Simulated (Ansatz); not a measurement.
**Molecular dynamics of C₃H₄**

input.yaml

```yaml
crystal:
  periodic: [false, false, false]
  atoms:
    - { symbol: C, position_ang: [-0.745338, -0.269273, -0.379924] }
    - { symbol: C, position_ang: [0.221443, 0.561581, -0.667969] }
    - { symbol: C, position_ang: [0.346249, -0.192585, 0.64075] }
    - { symbol: H, position_ang: [-1.708156, -0.728848, -0.612922] }
    - { symbol: H, position_ang: [0.788217, 1.258149, -1.2635] }
    - { symbol: H, position_ang: [0.177868, 0.217011, 1.660497] }
    - { symbol: H, position_ang: [1.016004, -1.051771, 0.657408] }
basis:
  gaussian: { orbitals: def2-SVP }
hamiltonian:
  xc: pbe
md:
  timestep: 0.5
  n_steps: 100
  ensemble: nve
  temperature: 300.0
  initial_velocities: maxwell_boltzmann
  seed: 331800
scf:
  lower_state_search: "off"
```

Launched with:

```bash
$ ansatz run input.yaml --threads 1 --pin off --max-ram 2048MiB --backend cpu --events-out ev --progress --plain --runs-dir out
```

It goes on from the last frame of an earlier run, with new velocities.

Output, in part (one step line in 2, the closing report, with atoms numbered from 0):

```
md step     0: t =     0.00 fs  T =   300.0 K  F+E_penalty+E_count = -3166.71673100 eV  E_kin = 0.193890 eV  conserved = -3166.52284100 eV  (16 SCF iters)
md step     2: t =     1.00 fs  T =   297.7 K  F+E_penalty+E_count = -3166.71492145 eV  E_kin = 0.192417 eV  conserved = -3166.52250467 eV  (21 SCF iters)
md step     4: t =     2.00 fs  T =   254.4 K  F+E_penalty+E_count = -3166.68635648 eV  E_kin = 0.164434 eV  conserved = -3166.52192201 eV  (22 SCF iters)
md step     6: t =     3.00 fs  T =   218.8 K  F+E_penalty+E_count = -3166.66317705 eV  E_kin = 0.141423 eV  conserved = -3166.52175394 eV  (21 SCF iters)
md step     8: t =     4.00 fs  T =   209.1 K  F+E_penalty+E_count = -3166.65696596 eV  E_kin = 0.135117 eV  conserved = -3166.52184890 eV  (22 SCF iters)
md step    10: t =     5.00 fs  T =   218.1 K  F+E_penalty+E_count = -3166.66295422 eV  E_kin = 0.140966 eV  conserved = -3166.52198796 eV  (22 SCF iters)
md step    12: t =     6.00 fs  T =   231.8 K  F+E_penalty+E_count = -3166.67203988 eV  E_kin = 0.149821 eV  conserved = -3166.52221925 eV  (22 SCF iters)
md step    14: t =     7.00 fs  T =   229.9 K  F+E_penalty+E_count = -3166.67100141 eV  E_kin = 0.148577 eV  conserved = -3166.52242447 eV  (22 SCF iters)
md step    16: t =     8.00 fs  T =   200.1 K  F+E_penalty+E_count = -3166.65151208 eV  E_kin = 0.129348 eV  conserved = -3166.52216445 eV  (22 SCF iters)
md step    18: t =     9.00 fs  T =   169.9 K  F+E_penalty+E_count = -3166.63145726 eV  E_kin = 0.109813 eV  conserved = -3166.52164421 eV  (22 SCF iters)
md step    20: t =    10.00 fs  T =   181.3 K  F+E_penalty+E_count = -3166.63903088 eV  E_kin = 0.117186 eV  conserved = -3166.52184499 eV  (21 SCF iters)
md step    22: t =    11.00 fs  T =   218.3 K  F+E_penalty+E_count = -3166.66353680 eV  E_kin = 0.141104 eV  conserved = -3166.52243322 eV  (21 SCF iters)
md step    24: t =    12.00 fs  T =   231.3 K  F+E_penalty+E_count = -3166.67195427 eV  E_kin = 0.149488 eV  conserved = -3166.52246581 eV  (21 SCF iters)
md step    26: t =    13.00 fs  T =   210.7 K  F+E_penalty+E_count = -3166.65834320 eV  E_kin = 0.136172 eV  conserved = -3166.52217141 eV  (21 SCF iters)
md step    28: t =    14.00 fs  T =   179.1 K  F+E_penalty+E_count = -3166.63770747 eV  E_kin = 0.115778 eV  conserved = -3166.52192905 eV  (21 SCF iters)
md step    30: t =    15.00 fs  T =   159.9 K  F+E_penalty+E_count = -3166.62509354 eV  E_kin = 0.103349 eV  conserved = -3166.52174436 eV  (21 SCF iters)
md step    32: t =    16.00 fs  T =   170.1 K  F+E_penalty+E_count = -3166.63164312 eV  E_kin = 0.109918 eV  conserved = -3166.52172481 eV  (22 SCF iters)
md step    34: t =    17.00 fs  T =   209.8 K  F+E_penalty+E_count = -3166.65767528 eV  E_kin = 0.135624 eV  conserved = -3166.52205162 eV  (21 SCF iters)
md step    36: t =    18.00 fs  T =   250.2 K  F+E_penalty+E_count = -3166.68418616 eV  E_kin = 0.161674 eV  conserved = -3166.52251231 eV  (21 SCF iters)
md step    38: t =    19.00 fs  T =   255.3 K  F+E_penalty+E_count = -3166.68746827 eV  E_kin = 0.165033 eV  conserved = -3166.52243576 eV  (21 SCF iters)
md step    40: t =    20.00 fs  T =   236.6 K  F+E_penalty+E_count = -3166.67472437 eV  E_kin = 0.152908 eV  conserved = -3166.52181662 eV  (21 SCF iters)
md step    42: t =    21.00 fs  T =   244.3 K  F+E_penalty+E_count = -3166.67963322 eV  E_kin = 0.157865 eV  conserved = -3166.52176778 eV  (21 SCF iters)
md step    44: t =    22.00 fs  T =   282.4 K  F+E_penalty+E_count = -3166.70483460 eV  E_kin = 0.182491 eV  conserved = -3166.52234316 eV  (21 SCF iters)
md step    46: t =    23.00 fs  T =   301.7 K  F+E_penalty+E_count = -3166.71761661 eV  E_kin = 0.195006 eV  conserved = -3166.52261106 eV  (20 SCF iters)
md step    48: t =    24.00 fs  T =   273.1 K  F+E_penalty+E_count = -3166.69889684 eV  E_kin = 0.176489 eV  conserved = -3166.52240797 eV  (21 SCF iters)
md step    50: t =    25.00 fs  T =   210.7 K  F+E_penalty+E_count = -3166.65817677 eV  E_kin = 0.136191 eV  conserved = -3166.52198553 eV  (21 SCF iters)
md step    52: t =    26.00 fs  T =   152.8 K  F+E_penalty+E_count = -3166.62036433 eV  E_kin = 0.098763 eV  conserved = -3166.52160089 eV  (21 SCF iters)
md step    54: t =    27.00 fs  T =   134.6 K  F+E_penalty+E_count = -3166.60851606 eV  E_kin = 0.086984 eV  conserved = -3166.52153245 eV  (22 SCF iters)
md step    56: t =    28.00 fs  T =   161.5 K  F+E_penalty+E_count = -3166.62630372 eV  E_kin = 0.104379 eV  conserved = -3166.52192467 eV  (22 SCF iters)
md step    58: t =    29.00 fs  T =   198.2 K  F+E_penalty+E_count = -3166.65057209 eV  E_kin = 0.128071 eV  conserved = -3166.52250147 eV  (21 SCF iters)
md step    60: t =    30.00 fs  T =   197.4 K  F+E_penalty+E_count = -3166.65010897 eV  E_kin = 0.127580 eV  conserved = -3166.52252894 eV  (21 SCF iters)
md step    62: t =    31.00 fs  T =   162.7 K  F+E_penalty+E_count = -3166.62695626 eV  E_kin = 0.105180 eV  conserved = -3166.52177638 eV  (21 SCF iters)
md step    64: t =    32.00 fs  T =   158.5 K  F+E_penalty+E_count = -3166.62385570 eV  E_kin = 0.102453 eV  conserved = -3166.52140272 eV  (21 SCF iters)
md step    66: t =    33.00 fs  T =   215.2 K  F+E_penalty+E_count = -3166.66112777 eV  E_kin = 0.139070 eV  conserved = -3166.52205766 eV  (21 SCF iters)
md step    68: t =    34.00 fs  T =   278.0 K  F+E_penalty+E_count = -3166.70241428 eV  E_kin = 0.179702 eV  conserved = -3166.52271256 eV  (21 SCF iters)
md step    70: t =    35.00 fs  T =   287.0 K  F+E_penalty+E_count = -3166.70810813 eV  E_kin = 0.185486 eV  conserved = -3166.52262185 eV  (21 SCF iters)
md step    72: t =    36.00 fs  T =   245.5 K  F+E_penalty+E_count = -3166.68070317 eV  E_kin = 0.158659 eV  conserved = -3166.52204405 eV  (22 SCF iters)
md step    74: t =    37.00 fs  T =   204.2 K  F+E_penalty+E_count = -3166.65351400 eV  E_kin = 0.131965 eV  conserved = -3166.52154921 eV  (22 SCF iters)
md step    76: t =    38.00 fs  T =   208.5 K  F+E_penalty+E_count = -3166.65627067 eV  E_kin = 0.134726 eV  conserved = -3166.52154469 eV  (21 SCF iters)
md step    78: t =    39.00 fs  T =   258.3 K  F+E_penalty+E_count = -3166.68905982 eV  E_kin = 0.166964 eV  conserved = -3166.52209532 eV  (21 SCF iters)
md step    80: t =    40.00 fs  T =   304.0 K  F+E_penalty+E_count = -3166.71921490 eV  E_kin = 0.196456 eV  conserved = -3166.52275844 eV  (21 SCF iters)
md step    82: t =    41.00 fs  T =   289.9 K  F+E_penalty+E_count = -3166.71006172 eV  E_kin = 0.187365 eV  conserved = -3166.52269684 eV  (21 SCF iters)
md step    84: t =    42.00 fs  T =   226.6 K  F+E_penalty+E_count = -3166.66821419 eV  E_kin = 0.146440 eV  conserved = -3166.52177440 eV  (21 SCF iters)
md step    86: t =    43.00 fs  T =   191.8 K  F+E_penalty+E_count = -3166.64537063 eV  E_kin = 0.123987 eV  conserved = -3166.52138370 eV  (21 SCF iters)
md step    88: t =    44.00 fs  T =   217.5 K  F+E_penalty+E_count = -3166.66275522 eV  E_kin = 0.140598 eV  conserved = -3166.52215727 eV  (21 SCF iters)
md step    90: t =    45.00 fs  T =   241.3 K  F+E_penalty+E_count = -3166.67870222 eV  E_kin = 0.155971 eV  conserved = -3166.52273089 eV  (21 SCF iters)
md step    92: t =    46.00 fs  T =   210.7 K  F+E_penalty+E_count = -3166.65856776 eV  E_kin = 0.136151 eV  conserved = -3166.52241638 eV  (21 SCF iters)
md step    94: t =    47.00 fs  T =   147.3 K  F+E_penalty+E_count = -3166.61699597 eV  E_kin = 0.095189 eV  conserved = -3166.52180700 eV  (22 SCF iters)
md step    96: t =    48.00 fs  T =   104.6 K  F+E_penalty+E_count = -3166.58907679 eV  E_kin = 0.067602 eV  conserved = -3166.52147460 eV  (22 SCF iters)
md step    98: t =    49.00 fs  T =   113.7 K  F+E_penalty+E_count = -3166.59507330 eV  E_kin = 0.073473 eV  conserved = -3166.52160013 eV  (22 SCF iters)
md step   100: t =    50.00 fs  T =   162.8 K  F+E_penalty+E_count = -3166.62732174 eV  E_kin = 0.105223 eV  conserved = -3166.52209844 eV  (22 SCF iters)
Total energy: -3166.62734694 eV, -116.3714085830 hartree
Atom 0 at    -0.753886    -0.263490    -0.409980 Å, force    -0.004945    -0.003748     0.914738 eV/Å
Atom 1 at     0.217526     0.588983    -0.644632 Å, force     0.420655    -1.017213    -0.405363 eV/Å
Atom 2 at     0.358059    -0.226911     0.656339 Å, force     0.087951     0.356323     0.205665 eV/Å
Atom 3 at    -1.742755    -0.696972    -0.665761 Å, force     0.498386     0.090167     0.012107 eV/Å
Atom 4 at     0.705198     1.144076    -1.472081 Å, force    -0.092976     0.147931     0.580611 eV/Å
Atom 5 at     0.206437     0.339433     1.625620 Å, force    -0.093477    -0.322343    -0.575013 eV/Å
Atom 6 at     1.112857    -1.078395     0.848011 Å, force    -0.815593     0.748882    -0.732744 eV/Å
Dipole moment:    -0.054762    -0.002513    -0.116213 e Å
```

All steps were run. The conserved energy stayed within 0.21 meV per atom of its start (net change 0.11 meV per atom), so the integration is sound. A run of 0.05 ps of so small a system gives no equilibrium averages.

The same pairs are bonded in the first frame and the last. Pairs count as bonded within 1.25 times the sum of covalent radii (0.12 Å more for H–H).

Last frame:

```xyz
7
Properties=species:S:1:pos:R:3
C -0.754 -0.264 -0.410
C 0.217 0.589 -0.645
C 0.358 -0.227 0.656
H -1.743 -0.697 -0.666
H 0.705 1.144 -1.472
H 0.206 0.339 1.626
H 1.113 -1.078 0.848
```

Time of the run: 2.7 min on 1 thread of AMD EPYC (Zen 3) (shared host), peak memory 0.091 GiB.
